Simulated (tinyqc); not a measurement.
Inside a calculation. Method: RKS/B3LYP (VWN-RPA form) in the sto-3g basis, for H2O, spin multiplicity 1. One step of it, computed by the program tinyqc.

Problem. Iteration 2: DIIS coefficients. Solve [B -1; -1 0][c; lambda] = [0; -1] for the coefficients, which sum to one.

B (overlaps of the stored error matrices):
$$\begin{pmatrix}
3.9027507e-01 & -8.4206022e-01 \\
-8.4206022e-01 & 4.9501017e+00
\end{pmatrix}$$

Give: DIIS coefficients.

Solution.

DIIS coefficients: [0.825, 0.175]
